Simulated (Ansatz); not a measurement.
This script for a composite energy at a relaxed geometry of FHSi, SMILES F[SiH] with Ansatz 0.2.0 through its Python package holds a mistake.

`fhsi_composite.py`:
```python
"""Relax FHSi cheaply, then refine its energy."""

import itertools

import ansatz as az
from ase.data import atomic_numbers, covalent_radii
import numpy as np

BASIS_SET = "def2-SVP"
FUNCTIONAL = "PBE0"
DISPERSION = "d3bj"
FILLING = "fermi_dirac"
SMEARING_WIDTH = 0.1


def main() -> None:
    geometry_ang = [
        ("F", (-1.1126, 0.0759, -0.609)),
        ("Si", (0.1728, 0.54, 0.1561)),
        ("H", (0.9288, -0.6807, 0.4397)),
    ]
    mol = az.Crystal.molecule()
    for symbol, xyz in geometry_ang:
        mol = mol.atom(symbol, xyz)

    calculation = mol.calculation()
    calculation = calculation.basis(gaussian=BASIS_SET)
    calculation = calculation.functional(FUNCTIONAL, dispersion=DISPERSION)
    calculation = calculation.occupations(FILLING, width=SMEARING_WIDTH)
    symbols = [site.symbol for site in mol.cartesian_sites]
    start = np.array([site.position_ang for site in mol.cartesian_sites], dtype=float)
    rep = calculation.relax(force_tolerance=0.01, max_steps=30).run().report
    end = np.array(rep["positions_ang"])
    # pairs closer than 1.2 times the sum of covalent radii, before or after
    radius = [covalent_radii[atomic_numbers[s]] for s in symbols]
    span = lambda where, i, j: np.linalg.norm(where[i] - where[j])
    bonded = [(i, j) for i, j in itertools.combinations(range(len(symbols)), 2) if min(span(start, i, j), span(end, i, j)) < 1.2 * (radius[i] + radius[j])]
    print("pair        before    after (A)")
    for i, j in bonded:
        print(f"{symbols[i]}{i}-{symbols[j]}{j}".ljust(10), f"{span(start, i, j):8.4f} {span(end, i, j):8.4f}")

    minimum = az.Crystal.molecule()
    for symbol, place in zip(symbols, end):
        minimum = minimum.atom(symbol, place.tolist())
    at_minimum = minimum.calculation()
    # MP2 extrapolated to the basis limit, plus the small-basis difference CCSD(T) - MP2
    level = lambda method, basis: at_minimum.basis(gaussian=basis).correlation(method).run().report
    small, large, cluster = level("mp2", "cc-pVDZ"), level("mp2", "cc-pVTZ"), level("ccsd_t", "cc-pVDZ")
    corr = lambda each: (each["free_energy_ev"] - each["reference_energy_ev"]) / 27.211386246
    mp2_limit = (27 * corr(large) - 8 * corr(small)) / 19
    pieces = {"HF / cc-pVTZ": large["reference_energy_ev"] / 27.211386246, "MP2 correlation, DZ-TZ limit": mp2_limit, "CCSD(T) - MP2 / cc-pVDZ": corr(cluster) - corr(small)}
    for name, value in pieces.items():
        print(f"{name:32s} {value:14.6f} Ha")
    print(f"{'sum':32s} {sum(pieces.values()):14.6f} Ha")
    print("T1 diagnostic", round(cluster["correlation"]["coupled_cluster"]["t1_diagnostic"], 4))


if __name__ == "__main__":
    main()
```

```console
$ python fhsi_composite.py
Traceback (most recent call last):
  File "fhsi_composite.py", line 59, in <module>
    main()
    ~~~~^^
  File "fhsi_composite.py", line 32, in main
    rep = calculation.relax(force_tolerance=0.01, max_steps=30).run().report
          ~~~~~~~~~~~~~~~~~~~~~~~~~~~~~~~~~~~~~~~~~~~~~~~~~~~~~~~~~^^
  ...
ansatz.RefusalError: invalid value for `basis.gaussian`: such a run doesn't read scf.occupations; remove what it names
$ echo $?
1
```
(Library frames cut from the traceback.)

What is wrong, and how is it mended?

The fault: in this program a Gaussian-basis run takes no smearing. The cap on steps that the faulty run carried goes too. The correction:

`fhsi_composite.py`:
```python
"""Relax FHSi cheaply, then refine its energy."""

import itertools

import ansatz as az
from ase.data import atomic_numbers, covalent_radii
import numpy as np

BASIS_SET = "def2-SVP"
FUNCTIONAL = "PBE0"
DISPERSION = "d3bj"


def main() -> None:
    geometry_ang = [
        ("F", (-1.1126, 0.0759, -0.609)),
        ("Si", (0.1728, 0.54, 0.1561)),
        ("H", (0.9288, -0.6807, 0.4397)),
    ]
    mol = az.Crystal.molecule()
    for symbol, xyz in geometry_ang:
        mol = mol.atom(symbol, xyz)

    calculation = mol.calculation()
    calculation = calculation.basis(gaussian=BASIS_SET)
    calculation = calculation.functional(FUNCTIONAL, dispersion=DISPERSION)
    symbols = [site.symbol for site in mol.cartesian_sites]
    start = np.array([site.position_ang for site in mol.cartesian_sites], dtype=float)
    rep = calculation.relax(force_tolerance=0.01).run().report
    end = np.array(rep["positions_ang"])
    # pairs closer than 1.2 times the sum of covalent radii, before or after
    radius = [covalent_radii[atomic_numbers[s]] for s in symbols]
    span = lambda where, i, j: np.linalg.norm(where[i] - where[j])
    bonded = [(i, j) for i, j in itertools.combinations(range(len(symbols)), 2) if min(span(start, i, j), span(end, i, j)) < 1.2 * (radius[i] + radius[j])]
    print("pair        before    after (A)")
    for i, j in bonded:
        print(f"{symbols[i]}{i}-{symbols[j]}{j}".ljust(10), f"{span(start, i, j):8.4f} {span(end, i, j):8.4f}")

    minimum = az.Crystal.molecule()
    for symbol, place in zip(symbols, end):
        minimum = minimum.atom(symbol, place.tolist())
    at_minimum = minimum.calculation()
    # MP2 extrapolated to the basis limit, plus the small-basis difference CCSD(T) - MP2
    level = lambda method, basis: at_minimum.basis(gaussian=basis).correlation(method).run().report
    small, large, cluster = level("mp2", "cc-pVDZ"), level("mp2", "cc-pVTZ"), level("ccsd_t", "cc-pVDZ")
    corr = lambda each: (each["free_energy_ev"] - each["reference_energy_ev"]) / 27.211386246
    mp2_limit = (27 * corr(large) - 8 * corr(small)) / 19
    pieces = {"HF / cc-pVTZ": large["reference_energy_ev"] / 27.211386246, "MP2 correlation, DZ-TZ limit": mp2_limit, "CCSD(T) - MP2 / cc-pVDZ": corr(cluster) - corr(small)}
    for name, value in pieces.items():
        print(f"{name:32s} {value:14.6f} Ha")
    print(f"{'sum':32s} {sum(pieces.values()):14.6f} Ha")
    print("T1 diagnostic", round(cluster["correlation"]["coupled_cluster"]["t1_diagnostic"], 4))


if __name__ == "__main__":
    main()
```

After the fix:

Running `python fhsi_composite.py` prints:
```text
pair        before    after (A)
F0-Si1       1.5662   1.6355
Si1-H2       1.4636   1.5476
HF / cc-pVTZ                        -389.004029 Ha
MP2 correlation, DZ-TZ limit          -0.390563 Ha
CCSD(T) - MP2 / cc-pVDZ               -0.026651 Ha
sum                                 -389.421243 Ha
T1 diagnostic 0.0167
```

Total energies depend on the basis set; only differences at equal settings carry meaning. The sum leaves out core correlation, relativity, the Hartree-Fock basis error and zero-point energy; a DZ-TZ extrapolation is rough. Inner cores stay frozen, so this is valence correlation. For Al to Cl the sets with a tight d function, cc-pV(X+d)Z, are usual. An extrapolation from small basis sets is rough. The whole script took 4.9 s on 1 thread of Arm Neoverse V1, on a shared host, peak memory 0.18 GiB.
